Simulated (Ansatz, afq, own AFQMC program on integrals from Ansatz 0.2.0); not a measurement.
## SiH5, doublet in cc-pVTZ, levels against CCSDT(Q)

```yaml
atoms:
  - { symbol: H, position_ang: [-2.4343, 0.0000, 0.0000] }
  - { symbol: H, position_ang: [-1.4993, 0.0000, 0.0000] }
  - { symbol: Si, position_ang: [0.0837, 0.0000, 0.0000] }
  - { symbol: H, position_ang: [0.5337, -1.4163, 0.0000] }
  - { symbol: H, position_ang: [0.5337, 0.7081, -1.2265] }
  - { symbol: H, position_ang: [0.5337, 0.7081, 1.2265] }
```

Basis cc-pVTZ. Only valence electrons are correlated. Integrals, coupled cluster, full CI and functionals: Ansatz 0.2.0; the random walks run on the same integrals in our own AFQMC program. The CISD trial takes its coefficients from CCSD amplitudes. Released means that phaseless walkers are propagated on without the constraint, phases kept. Error bars are statistical, one sigma.

Determinant: UHF, the one that the program's search chose, which needn't be the lowest solution. The geometry is a point of a scan.

No full CI on the walks' own integrals is used here; CCSDT(Q) serves as the reference and is uncertain by about the last step of the cluster series.

```
T1 diagnostic                               : 0.0167
weight of the determinant in the CISD state : 0.901
⟨S²⟩ of the determinant                     : 0.772
size of the correlated space                : 9 electrons in 99 orbitals
```

Reference: CCSDT(Q), correlation energy -5.330 eV. The released energy is read at 2.40 1/Eh (meV from the phaseless value at times in 1/Eh: -1 ± 3 at 0.24, -2.6 ± 2.2 at 0.51, 0 ± 3 at 0.99, -3 ± 4 at 1.62, -1 ± 4 at 2.40).

```tsv
level	E − E(reference) (kJ/mol)	share of correlation (%)
HF	514.3	0.00
MP2	104.4	79.71
CCSD	15.3	97.03
CCSD(T)	2.9	99.44
CCSDT	0.4	99.93
ph-AFQMC/CISD	0.1 ± 0.2	99.97
released AFQMC	0.0 ± 0.4	100.00
```

A walk keeps the symmetry of its determinant, which the program's search chose and which needn't be the lowest solution, so a lower state of the same spin and another symmetry isn't excluded. Released energies are given only where the last usable release times agree within the noise; a slower fall can still hide under it.
